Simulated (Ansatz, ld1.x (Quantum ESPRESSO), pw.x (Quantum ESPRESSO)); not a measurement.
## rhodium: one change to the TM potential, in the atom and in the diamond crystal

```json
{"Element": "Rh", "Generator": "ld1.x (Quantum ESPRESSO) 7.5", "Type": "norm-conserving Troullier–Martins (Kleinman–Bylander form)", "Functional": "LDA (PW92)", "Relativity": "scalar-relativistic", "Frozen core": "[Kr]", "Valence charge": "9", "Reference configuration": "4d8 5s1 5p0", "Partial waves": "5p (bound, empty): rc 2.70 bohr; 4d (bound): rc 1.45 bohr; 5s (bound): rc 2.70 bohr", "Local potential": "the s channel", "Core correction": "Bessel-smoothed model core inside 0.70 bohr"}
```

Change: wave 5s (bound): rc 2.70 bohr becomes 5s (bound): rc 2.28 bohr.

Cutoffs, loose and tight: the cutoffs (Ry, on a coarse ladder) from which the occupation-weighted sum of valence levels, in a spherical-Bessel basis at the reference potential, stays within 10 and 1 mRy of its value at 400 Ry. They do not see the model core or the augmentation charge, which bear on the density cutoff. Test errors are all-electron minus pseudo excitation energies from the reference, over the configurations 4d8 5s0 5p0; 4d7 5s0 5p0; 4d6 5s0 5p0; 4d8 5s0.5 5p0; 4d7 5s2 5p0; 4d7 5s1 5p0; 4d7 5s1 5p1 (two spin-polarised tests are not counted in the largest error); variants that change the core or the reference have their own tests.

Crystal test: diamond Rh in pw.x 7.5, no spin, 9³ k-points, Fermi–Dirac smearing 0.01 Ry, cutoffs set for each file from its atomic test. The reference is all-electron LAPW (Ansatz 0.2.0) with the same functional, mesh and smearing; V0 and B0 come from Birch–Murnaghan fits to the pressures at five volumes. Errors are pseudo minus all-electron; Δ is the rms difference of the E(V) curves that follow from these fits, minima aligned, over ±6 % about the mean V0. Mesh and smearing are coarse, so the numbers serve the comparison and aren't converged zero-temperature values; the lattice is a test structure that the element need not adopt.

All-electron: a0 = 5.395 Å (V0 = 19.63 Å³/atom), B0 = 160.3 GPa.

Task: Does the change bring the crystal closer to the all-electron result?

Result: The mean pressure error goes from +10.20 to +10.82 GPa, a small move against the size of the error. Neither pressure curve crosses zero within the volumes sampled, so no fits are given.

```tsv
quantity	base	changed
outcome (atom)	generated	generated
cutoff, loose (atom)	60 Ry	60 Ry
cutoff, tight (atom)	80 Ry	80 Ry
bound ghosts (atom)	none	none
largest test error (meV) (atom)	-676	-667
cutoffs in pw.x (Ry)	100/400	100/400
mean pressure error (GPa)	+10.20	+10.82
```

Base: The largest radius (2.70 bohr) exceeds half the bond length (2.21 bohr), so the spheres overlap, which is one possible source of error among others. This is a poor potential for the solid. Changed file: The largest radius (2.70 bohr) exceeds half the bond length (2.21 bohr), so the spheres overlap, which is one possible source of error among others. This is a poor potential for the solid. The atomic cutoffs weigh occupied waves only.
